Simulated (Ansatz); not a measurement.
## Active spaces for C2H2N2S, singlet

Calculated in Ansatz's Gaussian-basis code. Basis cc-pV(T+d)Z on S, cc-pVTZ on N/C/H, nonrelativistic, 9 orbitals frozen in the corrections. State-specific CASSCF; RHF is the lowest restricted (open-shell) Hartree–Fock solution met. Letters tell apart solutions met in one space. Solutions may break the symmetry of the shape. The lowest solution met needn't be the lowest there is, nor hold the orbitals that a chemist would pick.

Geometry:

```xyz
7

S     0.0000   -0.0574    1.1391
N     0.0000   -1.2434   -0.0237
C     0.0000   -0.6246   -1.2009
N     0.0000    0.7387   -1.2629
C     0.0000    1.1946   -0.0227
H     0.0000   -1.2167   -2.1091
H     0.0000    2.2482    0.2309
```

CASSCF less RHF, in eV, and natural occupations:

| CAS | CASSCF | occupations |
| --- | --- | --- |
| (6,5) a | -1.548 | 1.99, 1.94, 1.90, 0.10, 0.07 |
| (6,5) b | -1.512 | 1.99, 1.97, 1.94, 0.07, 0.03 |

Q: What totals less RHF do the corrections give on each solution?

A: 

```tsv
CAS	SC-NEVPT2
(6,5) a	-24.007
(6,5) b	-23.596
```

Q: In CAS(6,5), is the solution lowest in CASSCF also lowest after SC-NEVPT2?

A: Yes: (6,5) a stays lowest, 0.41 eV under the next.

Q: How do single-reference totals in the same basis and frozen core stand against SC-NEVPT2 in CAS(6,5) a?

A: CCSD(T) -1.777 eV. Coupled cluster stands on the determinant that it favours, which can lie over the RHF solution above, and is in doubt where the occupations are far from 0, 1 and 2.

Q: Roughly how much CPU time does a whole run from the default start take (median of such runs, summed over threads; nearly all runs on one pinned thread of a shared server, mostly Xeon at 2.3 to 2.6 GHz, by a development driver)?

A: CAS(6,5) b: about 76 s. Other jobs ran beside these, and the count of passes differs.
